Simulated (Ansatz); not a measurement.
Nudged elastic band run: C₃H₄N, charge -1

Input file:

```yaml
crystal:
  periodic: [false, false, false]
  atoms:
    - { symbol: C, position_ang: [-0.005589, 1.848124, -0.862927] }
    - { symbol: "N", position_ang: [-0.02696, 0.541497, -0.92618] }
    - { symbol: C, position_ang: [-0.415612, -0.453333, -0.08371] }
    - { symbol: C, position_ang: [0.191655, -0.887543, 1.084253] }
    - { symbol: H, position_ang: [0.582305, 2.196495, -1.810722] }
    - { symbol: H, position_ang: [-1.268419, -1.062131, -0.466998] }
    - { symbol: H, position_ang: [-0.108499, -1.837934, 1.556284] }
    - { symbol: H, position_ang: [1.051118, -0.345165, 1.509999] }
total_charge: -1
basis:
  gaussian: { orbitals: def2-SVP }
hamiltonian:
  xc: blyp
neb:
  order_check: false
  images: 2
  f_tol: 0.05
  max_iterations: 60
  initial_path: idpp
  climbing: false
  final_atoms:
    - { symbol: C, position_ang: [-0.00541653, 1.84850393, -0.86276302] }
    - { symbol: "N", position_ang: [-0.02758519, 0.54187566, -0.9255966] }
    - { symbol: C, position_ang: [-0.41596096, -0.45303839, -0.08337854] }
    - { symbol: C, position_ang: [0.19111229, -0.88730876, 1.08480752] }
    - { symbol: H, position_ang: [0.58198004, 2.19664154, -1.81102156] }
    - { symbol: H, position_ang: [-1.26703502, -1.06327768, -0.46818139] }
    - { symbol: H, position_ang: [1.04993103, -0.34426968, 1.51080211] }
    - { symbol: H, position_ang: [-0.10702665, -1.83911662, 1.55533047] }
```

Launched with:

```bash
$ ansatz run input.yaml --threads 1 --pin off --max-ram 2048MiB --backend cpu --events-out ev --progress --plain --runs-dir out
```

Output, in part (warnings, iteration lines, the closing report on the highest movable image, with atoms numbered from 0; the dipole of an ion depends on the origin):

```
NEB end point (image 0): max|allowed force component| = 1.240e-2 eV/Å (the criterion of neb.relax_end_points is 1.000e-2)
NEB end point (image 3): max|allowed force component| = 2.676e-3 eV/Å (the criterion of neb.relax_end_points is 1.000e-2)
NEB iter   1: max|band force component| = 2.142e0 eV/Å  barrier→ = 1.2499 eV  barrier← = 1.2499 eV  Δτ_max = 0.1227 Å  (121 SCF iters)
NEB iter   2: max|band force component| = 1.226e0 eV/Å  barrier→ = 1.0676 eV  barrier← = 1.0676 eV  Δτ_max = 0.1448 Å  (70 SCF iters)
NEB iter   3: max|band force component| = 9.555e-1 eV/Å  barrier→ = 0.9999 eV  barrier← = 1.0000 eV  Δτ_max = 0.1139 Å  (70 SCF iters)
NEB iter   4: max|band force component| = 7.707e-1 eV/Å  barrier→ = 0.9320 eV  barrier← = 0.9320 eV  Δτ_max = 0.0621 Å  (69 SCF iters)
NEB iter   5: max|band force component| = 5.498e-1 eV/Å  barrier→ = 0.9102 eV  barrier← = 0.9102 eV  Δτ_max = 0.1324 Å  (63 SCF iters)
NEB iter   6: max|band force component| = 4.775e-1 eV/Å  barrier→ = 0.8718 eV  barrier← = 0.8718 eV  Δτ_max = 0.0721 Å  (72 SCF iters)
NEB iter   7: max|band force component| = 3.125e-1 eV/Å  barrier→ = 0.8612 eV  barrier← = 0.8613 eV  Δτ_max = 0.1627 Å  (64 SCF iters)
NEB iter   8: max|band force component| = 3.496e-1 eV/Å  barrier→ = 0.8540 eV  barrier← = 0.8540 eV  Δτ_max = 0.0773 Å  (71 SCF iters)
NEB iter   9: max|band force component| = 2.286e-1 eV/Å  barrier→ = 0.8384 eV  barrier← = 0.8384 eV  Δτ_max = 0.0178 Å  (62 SCF iters)
NEB iter  10: max|band force component| = 1.096e-1 eV/Å  barrier→ = 0.8336 eV  barrier← = 0.8337 eV  Δτ_max = 0.0085 Å  (65 SCF iters)
NEB iter  11: max|band force component| = 5.265e-2 eV/Å  barrier→ = 0.8321 eV  barrier← = 0.8321 eV  Δτ_max = 0.0170 Å  (67 SCF iters)
NEB iter  12: max|band force component| = 3.194e-2 eV/Å  barrier→ = 0.8291 eV  barrier← = 0.8291 eV  Δτ_max = 0.0000 Å  (129 SCF iters)
Total energy: -4657.02190153 eV, -171.1423982382 hartree
Atom 0 at    -0.511776     1.836016    -0.899792 Å, force     0.108704     0.018166    -0.044457 eV/Å
Atom 1 at    -0.289154     0.622241    -0.617886 Å, force     0.092819    -0.055301    -0.071970 eV/Å
Atom 2 at    -0.296919    -0.616460    -0.200452 Å, force    -0.072859     0.008316     0.048858 eV/Å
Atom 3 at     0.425741    -1.145377     0.960823 Å, force     0.117981    -0.006436    -0.065264 eV/Å
Atom 4 at     0.373777     2.321756    -1.441010 Å, force     0.083520    -0.014015    -0.047033 eV/Å
Atom 5 at    -0.890737    -1.295528    -0.875053 Å, force    -0.272608     0.037608     0.160936 eV/Å
Atom 6 at    -0.177623    -1.126170     1.905387 Å, force    -0.087650    -0.528571    -0.060171 eV/Å
Atom 7 at     1.366690    -0.596468     1.167981 Å, force     0.030093     0.540234     0.079102 eV/Å
Dipole moment:    -0.004637     0.078307    -0.295015 e Å
```

The forces met the threshold. The dihedral N2–C3–C4–H7 jumps by 101° between images 0 and 1, so the path isn't resolved there. No image climbed, so the highest image needn't sit at the top of the path. So few images can step over the top or miss a turn of the path. Limits of this set-up: an anion without diffuse functions.

Final band (atoms are numbered from 1 in the order of the input):

```csv
image,path coordinate (Å),energy (kcal/mol),dihedral N2–C3–C4–H7 (°)
0,0.00,0.0,-167
1,1.33,19.1,92
2,2.65,14.1,22
3,3.98,0.0,7
```

Run time: 38 s on 1 thread of Arm Neoverse V2, with other jobs on the host, peak memory 0.13 GiB.
